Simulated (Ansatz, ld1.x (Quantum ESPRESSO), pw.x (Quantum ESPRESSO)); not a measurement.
# Equation-of-state test of one PAW potential (C (Z = 6))

```
Element                 : carbon (C)
Generator               : ld1.x (Quantum ESPRESSO) 7.5
Type                    : PAW
Functional              : LDA (PW92)
Relativity              : scalar-relativistic
Frozen core             : [He]
Valence charge          : 4
Reference configuration : 2s2 2p2
Partial waves           : 2s (bound): rcut 1.15, rcutus 1.35 bohr; 2s channel at 0.75 Ry: rcut 1.15, rcutus 1.35 bohr; 2p (bound): rcut 1.70, rcutus 2.20 bohr; 2p channel at 1.05 Ry: rcut 1.70, rcutus 2.20 bohr; 3d channel at 0.05 Ry: rcut 1.50, rcutus 1.70 bohr; 3d channel at 0.85 Ry: rcut 1.50, rcutus 1.70 bohr
Local potential         : all-electron potential smoothed inside 1.95 bohr (lloc = -2)
Core correction         : none
Augmentation charge     : BESSEL, radius 0.90 bohr
```

Crystal test: bcc C in pw.x 7.5, no spin, 18³ k-points, Fermi–Dirac smearing 0.01 Ry, cutoffs 40/320 Ry. The lattice is a test structure that the element need not adopt, and mesh and smearing are coarse.

pw.x input:

```
&control
  calculation='scf', prefix='x', pseudo_dir='./', outdir='./tmp', tstress=.true., disk_io='low'
/
&system
  ibrav=0, nat=1, ntyp=1, ecutwfc=40, ecutrho=320, nbnd=9,
  occupations='smearing', smearing='fd', degauss=0.01
/
&electrons
  conv_thr=1e-09, mixing_beta=0.4, electron_maxstep=70
/
ATOMIC_SPECIES
C 1.0 C.UPF
CELL_PARAMETERS angstrom
  -1.15692109 1.15692109 1.15692109
  1.15692109 -1.15692109 1.15692109
  1.15692109 1.15692109 -1.15692109
ATOMIC_POSITIONS crystal
C 0.0000 0.0000 0.0000
K_POINTS automatic
18 18 18 0 0 0
```

```bash
pw.x < C.scf.in > C.scf.out
```

Task: How does the run end?

Result: It converges; the pressure is 6.99 GPa against 4.60 GPa from all-electron LAPW. The largest radius (2.20 bohr) exceeds half the bond length (1.89 bohr), so the spheres overlap, which is one possible source of error among others. Atomic configuration tests: test run stopped at test 2 of 9 (negative rho). The log shows:

```
Message from routine setup:
     using ibrav=0 with symmetry is DISCOURAGED, use correct ibrav instead
     lattice parameter (alat)  =       3.7867  a.u.
     unit-cell volume          =      41.7992 (a.u.)^3
     number of electrons       =         4.00
     number of Kohn-Sham states=            9
     kinetic-energy cutoff     =      40.0000  Ry
     charge density cutoff     =     320.0000  Ry
     scf convergence threshold =      1.0E-09
     Exchange-correlation= SLA  PW   NOGX NOGC
     number of k points=   195  Fermi-Dirac smearing, width (Ry)=  0.0100
     iteration #  1     ecut=    40.00 Ry     beta= 0.40
     total energy              =     -17.49223406 Ry
     estimated scf accuracy    <       0.03775184 Ry
     iteration #  2     ecut=    40.00 Ry     beta= 0.40
     total energy              =     -17.49981887 Ry
     estimated scf accuracy    <       0.01395112 Ry
     iteration #  3     ecut=    40.00 Ry     beta= 0.40
     total energy              =     -17.50008415 Ry
     estimated scf accuracy    <       0.00002547 Ry
     iteration #  4     ecut=    40.00 Ry     beta= 0.40
     total energy              =     -17.50009076 Ry
     estimated scf accuracy    <       0.00000004 Ry
     iteration #  5     ecut=    40.00 Ry     beta= 0.40
     total energy              =     -17.50009090 Ry
     estimated scf accuracy    <          9.2E-09 Ry
     iteration #  6     ecut=    40.00 Ry     beta= 0.40
     the Fermi energy is    12.1231 ev
!    total energy              =     -17.50009098 Ry
     estimated scf accuracy    <          4.5E-10 Ry
     smearing contrib. (-TS)   =      -0.00155862 Ry
     The total energy is F=E-TS. E is the sum of the following terms:
     one-electron contribution =       5.67136287 Ry
     hartree contribution      =       0.65863013 Ry
     xc contribution           =      -3.45052282 Ry
     ewald contribution        =     -13.31672090 Ry
     one-center paw contrib.   =      -7.06128164 Ry
     convergence has been achieved in   6 iterations
          total   stress  (Ry/bohr**3)                   (kbar)     P=       69.88
```
